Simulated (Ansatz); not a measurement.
# BF2H: the cost of one run

All numbers below are computed with Ansatz 0.2.0 (RKS PBE-D4/6-31G*).

## (1) Starting point

Bond lengths: B1–H2 1.190 Å, B1–F3 1.320 Å, B1–F4 1.320 Å. Angles: H2–B1–F3 120.0°, H2–B1–F4 120.0°, F3–B1–F4 120.0°.

Coordinates:

```xyz
4

B     0.0000    0.0000    0.0000
H     0.0000    0.0000    1.1900
F     1.1431    0.0000   -0.6600
F    -1.1431    0.0000   -0.6600
```

## (2) Preparing the start

Input file input.yaml:

```yaml
crystal:
  periodic: [false, false, false]
  atoms:
    - { symbol: B, position_ang: [0.0, 0.0, 0.0] }
    - { symbol: H, position_ang: [0.0, 0.0, 1.19] }
    - { symbol: F, position_ang: [1.1431, 0.0, -0.66] }
    - { symbol: F, position_ang: [-1.1431, 0.0, -0.66] }
basis:
  gaussian: { orbitals: "6-31G*" }
hamiltonian:
  xc: pbe
  dispersion: d4
relax:
  f_tol: 0.02
  max_steps: 40
output:
  orbitals: {}
```

Command:

```bash
> ansatz run input.yaml --threads 1 --pin off --max-ram 2048MiB --backend cpu --events-out ev --progress --plain --runs-dir out
```

What time and memory should one allow on 1 thread of AMD EPYC 7B13 (Zen 3), shared host?

About 2.7 s, with a peak of 0.11 GiB.
